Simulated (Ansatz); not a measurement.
Reaction: C2H5Cl (SMILES CCCl) → C2H4Cl (SMILES [CH2]CCl, doublet) + H (doublet) (the C-H bond breaks)
Each species at its own B3LYP-D3(BJ)/def2-TZVP minimum (Ansatz, a first-principles code).

Total energies in hartree (Ansatz). Radicals and triplets start from unrestricted determinants; spin-orbit coupling is neglected. Cores are frozen in correlated methods. No relativity. Where a partner has so few electrons that a lower coupled-cluster level is exact, that level stands in.

| species | HF/cc-pV(T+d)Z | CCSD(T)/cc-pV(T+d)Z | HF/cc-pV(Q+d)Z | CCSD(T)/cc-pV(Q+d)Z | CCSD(T)/cc-pV(D+d)Z | CCSDT(Q)/cc-pV(D+d)Z |
|---|---|---|---|---|---|---|
| 1: C2H5Cl (SMILES C(C)Cl) | -538.19992 | -538.81133 | -538.20875 | -538.85913 | -538.64789 | -538.64948 |
| 2: C2H4Cl (SMILES C([CH2])Cl, doublet) | -537.56679 | -538.13897 | -537.57552 | -538.18557 | -537.98044 | -537.98222 |
| 3: H (doublet) | -0.49981 | -0.49981 | -0.49995 | -0.49995 | -0.49928 | -0.49928 |

**Question.** Work out the bond dissociation energy (electronic) in kJ/mol: take Hartree-Fock from cc-pV(Q+d)Z, extrapolate the CCSD(T) correlation energy as X^-3 (X = 3, 4), and add CCSDT(Q) - CCSD(T) in cc-pV(D+d)Z. 1 hartree = 2625.5 kJ/mol.

**Answer.** 
Species 1: correlation (64·(-0.65038) - 27·(-0.61141))/37 = -0.67882; step -0.00159; E1 = -538.20875 + (-0.67882) + (-0.00159) = -538.88916
Species 2: correlation (64·(-0.61005) - 27·(-0.57218))/37 = -0.63768; step -0.00178; E2 = -537.57552 + (-0.63768) + (-0.00178) = -538.21498
Species 3: correlation (64·(0.00000) - 27·(0.00000))/37 = 0.00000; step +0.00000; E3 = -0.49995 + (0.00000) + (+0.00000) = -0.49995
-1·E1 +1·E2 +1·E3 = 0.17423 hartree = 457.4 kJ/mol.
